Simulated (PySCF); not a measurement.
# CF: energy against distance

Set-up: basis C STO-3G, F STO-3G; no relativity; PySCF 2.14. Energies in eV from C + F in their ground configurations at the same level. State: ²Π (doublet), unpaired electrons π ↑.

| R (Å) | BP86 | PBE0 | PBEsol | UHF-SCS-MP2 |
| --- | --- | --- | --- | --- |
| 1.134 | -5.452 | -4.947 | -6.002 | -3.205 |
| 1.187 | -6.291 | -5.717 | -6.815 | -3.945 |
| 1.240 | -6.791 | -6.148 | -7.289 | -4.341 |
| 1.279 | -6.998 | -6.303 | -7.476 | -4.469 |
| 1.319 | -7.094 | -6.347 | -7.554 | -4.484 |
| 1.359 | -7.100 | -6.302 | -7.542 | -4.411 |
| 1.411 | -7.000 | -6.134 | -7.418 | -4.206 |
| 1.477 | -6.744 | -5.794 | -7.132 | -3.824 |
| 1.556 | -6.303 | -5.256 | -6.658 | -3.227 |
| 1.662 | -5.578 | -4.409 | -5.893 | -1.937 |

Put a parabola through the three lowest points of the BP86 curve and estimate Re, k and ωe (reduced mass 7.355 u; 1 eV/Å² = 0.16022 mdyn/Å; ωe = 1302.8·√(k/μ) cm⁻¹).

Through R = 1.319, 1.359, 1.411 Å the second-order coefficient is 22.5 eV/Å², so Re ≈ 1.342 Å, k ≈ 7.22 mdyn/Å and ωe ≈ 1291 cm⁻¹. A polynomial fit of higher order to the unrounded BP86 energies gives Re = 1.342 Å, k = 8.00 mdyn/Å, ωe = 1359 cm⁻¹; anharmonicity and rounding make the difference.

The higher-order fit for each curve: BP86: Re = 1.342 Å, ωe = 1359 cm⁻¹, De = 7.11 eV; PBE0: Re = 1.317 Å, ωe = 1453 cm⁻¹, De = 6.35 eV; PBEsol: Re = 1.333 Å, ωe = 1391 cm⁻¹, De = 7.56 eV; UHF-SCS-MP2: Re = 1.305 Å, ωe = 1507 cm⁻¹, De = 4.49 eV.

Correlated steps freeze 2 core orbitals. STO-3G is very small, so such numbers show the basis as much as the molecule. The state is the lowest determinant that a PBE0 search found; another state may lie lower at other levels.
